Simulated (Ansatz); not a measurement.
**Abstraction of H: HNC + MgSH → CN + MgH(SH)**

Gas-phase species: HNC (hydrogen isocyanide) `[C-]#[NH+]`, singlet; MgSH `[Mg][SH]`, doublet; CN, doublet; MgH(SH), singlet. A radical takes H: the energy is the difference in strength between the N–H bond broken and the Mg–H bond made.

Shapes, held fixed at every level: PBE0-D4/def2-TZVP. Programs: Ansatz 0.2.0. The zero-point and thermal change to 298 K, harmonic and unscaled (PBE0-D4/def2-TZVP), is -13.6 kJ/mol.

Problem. Estimate ΔH(298 K) of this reaction.

Solution. B2PLYP/def2-TZVPP gives ΔH(298 K) = +186.8 kJ/mol; the levels span +186.8 to +211.0. The median of the levels is +199.3. No measured value is set beside it here. Spin contamination: CN (⟨S²⟩ up to 1.11). Open shells run unrestricted. Outer-core shells of Mg are correlated, in sets that cover them unevenly. B2PLYP/def2-TZVPP lies outside the range of the other correlated levels here, so it shouldn't be taken on trust. Times are processor times on shared x86 and Arm servers, and rough.

| level | kind | ΔH(298 K) (kJ/mol) | CPU time (sum over the molecules) |
| --- | --- | --- | --- |
| SPW92/def2-TZVPP | LDA | +211.0 | 3.4 s |
| B3LYP-D4/def2-TZVPP | global hybrid | +194.7 | 6.7 s |
| PBE0-D4/def2-TZVPP | global hybrid | +204.4 | 5.6 s |
| r2SCAN0-D4/def2-TZVPP | global hybrid | +199.3 | 11 s |
| wB97M-V/def2-TZVPP | range-separated hybrid | +204.3 | 25 s |
| wB97X-V/def2-TZVPP | range-separated hybrid | +198.4 | 19 s |
| B2PLYP/def2-TZVPP | double hybrid | +186.8 | 7.7 s |
